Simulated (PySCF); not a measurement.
Z-matrix (Å, degrees):
```
C
H 1 1.0828
H 1 1.0828 2 114.30
C 1 1.4969 2 118.02 3 -145.50
H 4 1.0828 1 118.02 2 0.00
H 4 1.0828 5 114.30 1 -145.50
C 4 1.4970 5 118.02 6 -145.50
H 7 1.0828 4 118.02 5 0.00
H 7 1.0828 8 114.30 1 145.50
```
Charge 0, multiplicity 1.

Task: What is the computed LUMO, total energy and HOMO–LUMO gap (PBE0-D3(BJ)/def2-TZVP (PySCF 2.14.0))?

Result: 
```
Quantity             Value
-------------  -----------
LUMO               1.71 eV
total energy   -3205.35 eV
HOMO–LUMO gap     10.10 eV
```
